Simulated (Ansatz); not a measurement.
Two shapes of triplet AlSi2H in separate pieces.

Shape 1:

```xyz
4

Al    0.0000    0.0000    0.0000
H     0.0000    0.0000    4.2560
Si    0.0000    6.3973   -1.1280
Si    5.5401   -3.1987   -1.1280
```

Shape 2:

```xyz
4

Al    0.0000    0.0000    0.0000
H     0.0000    0.0000    2.7360
Si    0.0000    4.1126   -0.7252
Si    3.5615   -2.0563   -0.7252
```

Basis set: pcseg-2 (spherical functions). Charge 0, multiplicity 3.

Computed with Ansatz (development build ahead of 0.2.0); each method stands on the lowest determinant of its kind that the runs found.

Which shape is lower in energy, and by how much in each method?

```
                     method  E(2) − E(1) (eV)
                        UHF            -0.257
PBE (restricted open-shell)            -2.351
```

Shape 2 is lower. Caution: other spin multiplicities may lie lower. Caution for UHF: the unrestricted determinant is a mixture of spin states. Caution for PBE (restricted open-shell): stretched shape with no unrestricted run beside it, a lower state can exist; charge can spread falsely over distant fragments.
